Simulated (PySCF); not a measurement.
Species: C₅H₁₀Cl (doublet state).
SMILES with atom numbers: `[CH3:1][CH:2]([CH3:3])[CH:4][CH2:5][Cl:6]` (hydrogens: H7, H8, H9 on C1; H10 on C2; H11, H12, H13 on C3; H14 on C4; H15, H16 on C5)

Geometry (GFN2-xTB, Å), atoms numbered from 1 in this order:
```
atom  x, y, z in Å
C1    -0.8176    1.4031   -0.1107
C2    -0.4026   -0.0631   -0.3308
C3    -1.5865   -0.9847   -0.0139
C4     0.7603   -0.3922    0.5282
C5     2.0926   -0.4893    0.0288
Cl6    2.9031    1.2577    0.0074
H7    -1.6432    1.6581   -0.7707
H8    -1.1331    1.5555    0.9185
H9     0.0186    2.0647   -0.3191
H10   -0.1235   -0.1882   -1.3822
H11   -2.4295   -0.7464   -0.6579
H12   -1.8956   -0.8611    1.0211
H13   -1.3122   -2.0250   -0.1710
H14    0.6062   -0.3732    1.5959
H15    2.1690   -0.7734   -1.0166
H16    2.7863   -1.0336    0.6615
```

The hyperfine couplings belong to this conformer and change with its torsions.

Computed with UKS B3LYP, pcH-1 on C Cl H, non-relativistic, mean-field spin-orbit, GIAO in PySCF. The structure is a single GFN2-xTB conformer in the gas phase; no vibrational or solvent corrections. Couplings are sensitive to structure, and on GFN2-xTB geometries they can be far from those on DFT ones. No stability test was run, so a lower SCF solution isn't excluded.

Task: What is the g tensor, term by term?

Result: 
| Δg (ppm) | 1 | 2 | 3 |
| --- | --- | --- | --- |
| relativistic mass correction | -190 | -190 | -190 |
| gauge correction | -2 | 25 | 25 |
| orbital Zeeman/spin–orbit | 67 | 82 | 3933 |
| total | -126 | -82 | 3768 |

So g = 2.00219, 2.00224, 2.00609 and g_iso = 2.00351; the tensor is close to axial: the two nearest values differ by 1 % of g3 − g1. 

Task: What are the electron Larmor frequencies g μB B/h along the three axes at 1200 mT?

Result: 33.6278, 33.6286, 33.6932 GHz for g1, g2 and g3, a range of 65.4 MHz.

Task: What effective moment and Curie constant follow for a powder?

Result: With the mean of g² = 4.0140 and S(S+1) = 0.75: μ_eff = √(⟨g²⟩S(S+1)) = 1.735 μB and χT = 0.12505·⟨g²⟩·S(S+1) = 0.376 cm³ K/mol (cgs; spin-Hamiltonian part alone).

Task: In a frozen sample, at which fields do the three g values resonate at 9.5, 34, 94 and 263 GHz (hyperfine left aside), and which band first spreads them over more than twice a line width of 0.3 mT?

Result: 
```
band    GHz  B(g3) mT  B(g2) mT  B(g1) mT  spread mT
   X    9.5    338.35    339.00    339.00       0.66
   Q   34.0   1210.93   1213.25   1213.28       2.35
   W   94.0   3347.85   3354.29   3354.36       6.51
   J  263.0   9366.87   9384.88   9385.08      18.21
```

The spread grows in proportion to the frequency. X band is the first where it exceeds 0.6 mT.

Largest spin populations (Mulliken): C4 (+0.90), Cl6 (+0.19), C5 (-0.07) and C2 (-0.07). The angles at C4 add up to 359.0°, so it is planar; its axial dipolar tensor and the negative coupling of its proton fit spin in a p orbital normal to that plane.

The HOMO–LUMO gaps are 6.31 eV among the α and 5.10 eV among the β orbitals.
